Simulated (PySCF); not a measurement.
Compound: C5H3N.
Bonds: C1–N2 (triple), N2–C3, C3–C4 (double), C4–C5 (double), C5–C6 (double). Hydrogens: H7 on C3; H8, H9 on C6.

Theory: PBE0-D3(BJ)/def2-TZVP geometry optimisation, gas phase (PySCF 2.14.0).

(1) List the bond lengths and angles at this level.

## Answers

(1) 
```json
{"bond": "C1≡N2", "length (Å)": "1.170"}
{"bond": "N2–C3", "length (Å)": "1.367"}
{"bond": "C3=C4", "length (Å)": "1.317"}
{"bond": "C4=C5", "length (Å)": "1.259"}
{"bond": "C5=C6", "length (Å)": "1.310"}
{"bond": "C3–H7", "length (Å)": "1.085"}
{"bond": "C6–H8, C6–H9", "length (Å)": "1.085"}
```

Bonds in one row agree within 0.01 Å and their mean is given. A selection of angles:
```json
{"angle": "C1–N2–C3", "degrees": "177.5"}
{"angle": "N2–C3–C4", "degrees": "123.0"}
{"angle": "N2–C3–H7", "degrees": "115.2"}
{"angle": "C4–C3–H7", "degrees": "121.7"}
{"angle": "C3–C4–C5", "degrees": "177.7"}
{"angle": "C4–C5–C6", "degrees": "179.3"}
{"angle": "C5–C6–H8", "degrees": "121.0"}
{"angle": "H8–C6–H9", "degrees": "117.9"}
```

The 6 heavy atoms lie in one plane (0.000 Å rms). The 3 C–C bonds span 1.259 Å (C4=C5, drawn double) to 1.317 Å (C3=C4, drawn double), a spread of 0.058 Å. The C–N distances run from 1.170 Å (C1≡N2, drawn triple) to 1.367 Å (N2–C3, drawn single), a spread of 0.197 Å.

Point group: Cs (every atom within 0.08 Å of its image). Stationary, but not proved a minimum.
